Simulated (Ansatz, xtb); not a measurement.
Species: HO, net charge -1, singlet state. Whether it binds its extra electron was not tested at this geometry. SMILES: [OH-]
Coordinates optimised at B3LYP-D3(BJ)/def2-TZVP (Ansatz, an electronic-structure program):
```xyz
2

O      0.0000     0.0000    -0.1078
H      0.0000     0.0000     0.8624
```
Charge -1, spin multiplicity 1.

Harmonic wavenumbers from GFN2-xTB (xtb, at its own minimum), cm⁻¹: 3398.

**Question.** Give the harmonic wavenumbers at B3LYP-D3(BJ)/def2-TZVP (Ansatz, finite differences of forces, unscaled).

**Answer.** 3637 cm⁻¹. Zero-point energy 5.2 kcal/mol.

**Question.** From these and the geometry, give the ideal-gas thermochemistry at 298.15 K and 1 atm (rigid rotor, harmonic oscillator).

**Answer.** Point group C∞v, rotational symmetry number 1. Rotational constants 566.2, 566.2 GHz. S(trans) 34.44, S(rot) 6.75, S(vib) 0.00, S(elec, spin only) 0.00, S 41.2 cal/(mol K). H(298) - H(0) 2.07 kcal/mol; G - E(el) -5.0 kcal/mol.
